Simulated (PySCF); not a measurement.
Identify the compound

Molecular formula: C₆H₆. Simulated spectra:

1H NMR (500 MHz, computed): δ 2.28 (s, 6H).

13C{1H} NMR (computed): δ 33.1.

Theoretical values (PySCF 2.14): NMR shieldings at KT2/pcSseg-2/GIAO, couplings computed with B3LYP/pcJ-1 (without the spin–dipole term), geometry: PBE0-D3(BJ)/def2-SVP. Gas phase, no relativistic terms, one conformer, equivalent nuclei averaged.

Shifts are taken against calculated references (same method and geometry level): 1H (σ = 31.18 ppm) and 13C (σ = 182.28 ppm) against TMS.

Question: Which of these isomers gave the spectra?
A. C=C1C=CC1=C
B. C12C3C1C1C2C31
C. C1=CC2C3C1C23

Answer: B. 

Rings plus π bonds: 4 (4 rings in the answer). 1 carbon signal for 6 carbons: some carbons are equivalent by symmetry or fast rotation. Carbon types of the structure: 6 × CH, which accounts for all hydrogens. δC 33.1: three-membered-ring carbon; aliphatic region, no heteroatom directly attached. δH 2.28: hydrogen on a three-membered-ring carbon.

The others: C=C1C=CC1=C would give 3 carbon signals, not 1; C1=CC2C3C1C23 would give 3 carbon signals, not 1.

Shifts are as computed. Against solution values, carbons near 30 ppm lie about +3 ppm off and those near 130 ppm about -1 ppm. Of 1211 compounds with measured shifts, 218 miss one by over three times the rms of a fit or turn the order of signals round; such compounds aren't used in these exercises.
